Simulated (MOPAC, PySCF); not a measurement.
Cl₄Si, SMILES `[Si](Cl)(Cl)(Cl)Cl`, neutral singlet in the gas phase. 

Cartesian coordinates (Å):
```xyz
5

Cl    -1.4247    -0.5636    -1.3193
Si    -0.0019    -0.0016     0.0009
Cl     0.0322     2.0142     0.1374
Cl    -0.4155    -0.7921     1.8139
Cl     1.8001    -0.6648    -0.6283
```
Charge 0, spin multiplicity 1.

All levels are single points at this geometry (M06-2X/def2-TZVP); Pople sets use spherical d functions. Orbital energies aren't observables, and empty levels follow the basis.

```
level                      HOMO (eV)  LUMO (eV)  gap (eV)  dipole (D)  vertical IE, Delta-SCF (eV)
-------------------------  ---------  ---------  --------  ----------  ---------------------------
M06-2X/def2-TZVP in PySCF     -10.90       0.43     11.33        0.00                            –
BP86/6-31G* in PySCF           -8.29      -1.81      6.48        0.00                            –
HF/3-21G in PySCF             -13.68       2.11     15.79        0.00                            –
PM3 in MOPAC                  -11.23      -1.88      9.36        0.00                            –
PM6 in MOPAC                  -11.58      -1.30     10.28        0.00                            –
PM7 in MOPAC                  -12.00      -1.99     10.01        0.00                            –
```
